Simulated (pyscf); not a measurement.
H₂O + O=As–OH → HO–As(OH)–OH, an addition across a multiple bond or ene-type step (singlet surface; H–O broken, As–O, H–O formed). PySCF, gas phase, ωB97X-D3(BJ)/def2-SVP geometries. MP2 and CC: frozen core, UHF for open shells. ΔMP2 is the change of the MP2 total energy from the triple- to the quadruple-zeta basis. Energies in eV from the separated reactants.

Small-basis levels: PySCF, no dispersion term, spherical d functions. 

**Question.** Quick HF/STO-3G single points give ΔE‡ = 0.06 eV and ΔE = -2.68 eV. What does CCSD(T)/def2-TZVPP + ΔMP2(QZVPP) give, and how far is the quick result from it?

**Answer.** CCSD(T)/def2-TZVPP + ΔMP2(QZVPP) gives ΔE‡ = 0.23 eV and ΔE = -1.25 eV. HF/STO-3G lies 0.17 eV under it in the barrier and 1.43 eV under it in the reaction energy, so on this step it does not hold to within 0.13 eV. CCSD(T)/def2-TZVPP + ΔMP2(QZVPP) has limits of its own. On the reactant side the descent ends in a bound adduct, 0.39 eV under the separated species and 0.43 eV under the saddle at ωB97X-D3(BJ)/def2-TZVP. At ωB97X-D3(BJ) the barrier from the zero used here is 0.04 eV. This is the saddle that the search found; another between the same sides may lie lower. The CCSD(T) − MP2 part came from Ansatz, without density fitting, on the same reference. The frozen core leaves the outer d or s,p core shells of the metals and heavy elements correlated in the MP2 and CC values, and def2-TZVPP describes them poorly, which can shift differences by a few kcal/mol. In the def2 sets elements up to Kr have no core potential.
